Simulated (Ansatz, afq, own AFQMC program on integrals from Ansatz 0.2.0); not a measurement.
## Where AFQMC and coupled cluster stand for AlH$_{4}$, doublet

```xyz
5

Al   -0.0570   -0.0048   -0.1330
H     0.4516   -0.0032    1.9855
H    -0.3142   -0.0139    1.9561
H     0.7362    1.3783   -0.1890
H     0.6518   -1.2316   -0.1921
```

Basis 6-31G. Only valence electrons are correlated. Ansatz 0.2.0 and our own AFQMC program on the same integrals; the CISD trial comes from CCSD amplitudes, and released means the phaseless constraint is let go. Free AFQMC starts from the CCSD state and is never constrained. Its projection time is finite, and what remains of the start isn't in its error. ± is one standard error of the sampling.

Determinant: UHF, the one that the program's search chose, which needn't be the lowest solution. The geometry is a point of a scan.

Full CI on the same integrals is exact in this basis and with this determinant's frozen core.

```
T1 diagnostic                               : 0.0108
weight of the determinant in the CISD state : 0.949
⟨S²⟩ of the determinant                     : 0.751
size of the correlated space                : 7 electrons in 16 orbitals
```

Reference: full CI, correlation energy -1.901 eV. The released energy is read at 2.40 1/Eh (meV from the phaseless value at times in 1/Eh: -0.4 ± 0.5 at 0.24, -0.5 ± 0.4 at 0.51, -1.4 ± 0.4 at 0.99, -1.05 ± 0.24 at 1.62, -1.2 ± 0.3 at 2.40).

```tsv
level	E − E(reference) (kcal/mol)	share of correlation (%)
HF	43.83	0.00
MP2	13.45	69.30
CCSD	0.56	98.72
CCSD(T)	0.19	99.57
CCSDT	0.01	99.98
CCSDT(Q)	0.00	100.00
CCSDTQ	0.00	100.00
ph-AFQMC/HF	-0.14 ± 0.32	100.33
ph-AFQMC/CISD	0.03 ± 0.01	99.92
released AFQMC	0.00 ± 0.007	99.99
free AFQMC	-0.01 ± 0.006	100.02
```

CCSDT and higher add their correlation energy to the determinant of the CCSD(T) run, since their own runs factorise the integrals more tightly (a shift of under 2 meV). Free projections are given only where their last times agree within the noise and don't stop above the reference; a slow remainder of the start can still hide under it. Released energies are given only where the last usable release times agree within the noise; a slower fall can still hide under it.
